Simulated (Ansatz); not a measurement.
Consider BaO in the rock salt structure (space group Fm-3m, No. 225; a = 5.574 Å).

Calculations: PBE (Ansatz, a first-principles code, PAW, without spin-orbit coupling).

Modification: every Ba is replaced by Ca; the structure is relaxed again.

Measured lattice parameter a: BaO 5.54 Å (room temperature; as listed in Juan A. Santana et al., The Journal of Chemical Physics (2016)); CaO 4.781 Å (static lattice; corrected from measurement; as listed in Wei Chen et al., Physical Review Materials (2018)).

Problem. How well does PBE reproduce the measured shift?

Solution. With PBE the lattice parameter a moves by -0.743 Å (5.574 → 4.831) against -0.759 Å measured. The two measured values stand on different bases (one corrected, one not), which blurs small differences.

No phonon test of stability was made.
